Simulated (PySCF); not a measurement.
Compound: C₅H₇F.
Cartesian coordinates in Å at the PBE0-D3(BJ)/def2-SVP level; atoms count from 1:
```
atom  x, y, z in Å
C1     2.1739    0.4214    0.4807
C2     1.2674    0.1390   -0.4542
C3     0.0582   -0.7269   -0.2487
C4    -1.2237    0.0068   -0.5044
C5    -2.1615    0.1723    0.4214
F6    -3.2943    0.8309    0.1886
H7     3.0331    1.0627    0.2678
H8     2.0908    0.0210    1.4965
H9     1.3850    0.5680   -1.4577
H10    0.0636   -1.1398    0.7730
H11    0.1192   -1.5911   -0.9370
H12   -1.3944    0.4422   -1.4951
H13   -2.1004   -0.2091    1.4463
```

Method used: PBE0-D3(BJ)/def2-SVP geometry optimisation, gas phase in PySCF 2.14.0.

Masses are those of the commonest isotopes; rigid-rotor values at the optimised geometry. The values belong to one conformer with, in the numbering `[CH2:1]=[CH:2][CH2:3]/[CH:4]=[CH:5]/[F:6]`, C1–C2–C3–C4 120°, C2–C3–C4–C5 -120°.

**Question.** Give the principal moments of inertia and the rotational constants in MHz.

**Answer.** Ia = 44.11, Ib = 358.51, Ic = 370.30 u·Å²; 505379 MHz·u·Å²/I gives A = 11456, B = 1410, C = 1365 MHz.

**Question.** What kind of rotor is it?

**Answer.** A near-prolate asymmetric top; Ray's κ = -0.991.

**Question.** Is it planar, by Δ = Ic − Ia − Ib?

**Answer.** Not planar: Δ = Ic − Ia − Ib = -32.32 u·Å². For a rigid frame Δ = −2 Σ m c², so Σ m c² = 16.16 u·Å² lies off the ab plane: 9.24 from hydrogen and 6.92 from heavier atoms. The atom farthest from that plane is 1.44 Å away.

**Question.** Give the other two planar moments, Paa and Pbb, and the rms extents of the mass along the axes.

**Answer.** Paa = Σ m a² = (Ib + Ic − Ia)/2 = 342.35 and Pbb = Σ m b² = (Ia + Ic − Ib)/2 = 27.95 u·Å². With the mass M = 86.05 u, the rms extents √(P/M) along a, b and c are 1.99, 0.57, 0.43 Å.

**Question.** Which types of transition are allowed, and where do some lines up to J = 2 fall?

**Answer.** The dipole components are |μa| = 1.14 D, |μb| = 0.37 D, |μc| = 0.60 D. The squared components, which scale the intensities, stand as 1.00 : 0.11 : 0.28 (a : b : c). Some lines, for components of 0.1 D or more:

```
type  branch         J(Ka,Kc)    MHz  lower level (cm⁻¹)
   a       R  1(0,1) ← 0(0,0)   2774               0.000
   a       R  2(1,2) ← 1(1,1)   5504               0.428
   a       R  2(0,2) ← 1(0,1)   5549               0.093
   a       R  2(1,1) ← 1(1,0)   5594               0.429
   c       Q  2(1,2) ← 2(0,2)  10002               0.278
   c       Q  1(1,1) ← 1(0,1)  10047               0.093
   b       Q  1(1,0) ← 1(0,1)  10092               0.093
   b       Q  2(1,1) ← 2(0,2)  10137               0.278
   b       R  1(1,1) ← 0(0,0)  12821               0.000
   c       R  1(1,0) ← 0(0,0)  12866               0.000
   b       R  2(1,2) ← 1(0,1)  15551               0.093
   c       R  2(1,1) ← 1(0,1)  15685               0.093
   c       Q  2(2,1) ← 2(1,1)  30140               0.616
   b       Q  2(2,0) ← 2(1,1)  30140               0.616
   b       Q  2(2,1) ← 2(1,2)  30275               0.611
   b       R  2(2,1) ← 1(1,0)  35734               0.429
   c       R  2(2,0) ← 1(1,0)  35734               0.429
   c       R  2(2,1) ← 1(1,1)  35779               0.428
   b       R  2(2,0) ← 1(1,1)  35779               0.428
```

**Question.** Estimate the classical rotational partition function at 25 K, 50 K and 100 K.

**Answer.** Point group C1, symmetry number σ = 1; q = (√π/σ)·√((kT/h)³/(ABC)), k/h = 20836.6 MHz/K: 4490 at 25 K, 12700 at 50 K, 35900 at 100 K.

No PBE0-D3(BJ)/def2-SVP frequencies stand behind this structure, so it isn't proved a minimum. These are rigid-rotor constants of the computed structure; measured ground-state constants (B0) also hold zero-point vibration.

Time: 34 s; peak memory 0.51 GiB. Hardware: an Arm Neoverse V2 with one thread, on a shared host. These figures are those of the optimisation.
